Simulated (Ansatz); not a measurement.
A calculation on rock-salt ZrC returned lattice constant a 4.691 Å, formation enthalpy -0.982 eV/atom.

For reference: lattice constant a 4.696 Å (measured, temperature not stated, no zero-point or thermal correction; as tabulated in Zhang et al. (2018), doi:10.1088/1367-2630/aac7f0); formation enthalpy -1.019 eV/atom (measured, 298 K, copied from a table, unchecked, no zero-point or thermal correction; as tabulated in Wang et al. (2021), doi:10.1038/s41598-021-94550-5).

### Question
Which level of theory produced these numbers?
(A) rVV10 (Ansatz, an electronic-structure program)
(B) PBE-D3(BJ) (Ansatz)
(C) HSE06 (Ansatz)
(D) LDA (Ansatz)

### Answer
C, HSE06 (Ansatz)

The others give: LDA 4.642 Å, -0.937 eV/atom; rVV10 4.738 Å, -0.832 eV/atom; PBE-D3(BJ) 4.673 Å, -0.921 eV/atom.

Unless a cell is named, each level is at its own relaxed cell (HSE06 12.90, LDA 12.50, PBE-D3(BJ) 12.75, rVV10 13.29 Å³/atom).

Caveats: hybrids on metals are sensitive to the k mesh and can open a false gap (HSE06). Ansatz's density-functional and Hartree–Fock values are scalar-relativistic unless marked +SOC, with PAW data made under PBE.
